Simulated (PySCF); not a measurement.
Level of theory: M06-2X/def2-TZVP // B3LYP-D3(BJ)/def2-TZVP run with PySCF. Gas-phase values, no solvent. One relaxed conformer stands for a flexible species; it need not be the lowest. Excitations are Tamm–Dancoff values on a coarser integration grid. The basis has no diffuse functions, so Rydberg states are missing or too high.

Reference species (SMILES): `C=O` (neutral, multiplicity 1).

The LUMO is -0.09 eV and the S1–T1 gap (TDA) comes out as 0.55 eV.

Changed species: `NC(=O)C=O` (O–C–C–O torsion 180°) (X = carbamoyl; the reference has X = H).

Question: Predict the effect on the LUMO and S1–T1 gap (TDA).

Answer: the LUMO falls by 1.19 eV, to -1.28 eV; the S1–T1 gap (TDA) falls by 0.07 eV, to 0.48 eV.
